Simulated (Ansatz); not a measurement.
Born–Oppenheimer molecular dynamics of FH + HCN (or HNC) (5 atoms, charge 0, multiplicity 1). It starts from a relaxed structure.

All numbers below come from RKS r2SCANh-D4/6-31G* (Ansatz).

```json
{
  "ensemble": "NVE (velocity Verlet)",
  "time step": "1 fs",
  "steps asked": "100",
  "starting velocities drawn for": "200 K",
  "seed": "842535"
}
```

First frame:

```xyz
5
Properties=species:S:1:pos:R:3
F 0.088 -0.107 -2.549
H 0.061 -0.064 -1.614
C -0.051 0.058 1.415
N -0.004 0.015 0.264
H -0.095 0.099 2.484
```

**Question.** How far do the bonds stretch over the last three quarters of this one trajectory? (Pairs bonded in most of those frames.)

**Answer.** 
```csv
bond,mean (Å),spread (Å),shortest,longest
F1–H2,0.937,0.012,0.92,0.95
C3–N4,1.154,0.008,1.14,1.17
C3–H5,1.072,0.015,1.05,1.10
```

Mean temperature of the second half: 98 K. The conserved energy stayed within 0.48 meV per atom of its start (net change 0.24 meV per atom), so the integration is sound. The temperature averaged 0.49 of the 200 K drawn at the start: a run that starts near a minimum puts about half its kinetic energy into the potential. A run of 0.1 ps of so small a system gives no equilibrium averages.

Run time: 110 s on 1 thread of Arm Neoverse V2, on a shared host, peak memory 0.1 GiB.
